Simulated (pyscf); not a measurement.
Thermochemistry of product channels of `[OH][Sn][OH]` [singlet] + `[H][H]` on the singlet surface, in kJ/mol, from ωB97M-D3(BJ)/def2-TZVP energies (ideal gas, 1 atm, RRHO with modes under 100 cm⁻¹ raised to 100, one conformer, R ln 2 for rigid chiral ones). Single points on ωB97X-D3(BJ)/def2-SVP structures (PySCF, gas phase).

| products | ΔE | ΔH(298 K) | ΔG(600 K) | ΔG(1200 K) |
|---|---|---|---|---|
| `[OH][SnH2][OH]` | … | +35.1 | +102.2 | +169.4 |
| `[OH][SnH]` [singlet] + `[OH2]` | +71.1 | +80.6 | +64.4 | … |

Complete the blanks.


- `[OH][SnH2][OH]`, ΔE: +28.8
- `[OH][SnH]` [singlet] + `[OH2]`, ΔG(1200 K): +55.8

These are energies of the channels, which say nothing of barriers. Elements past Kr carry the def2 core potentials, without spin-orbit coupling.
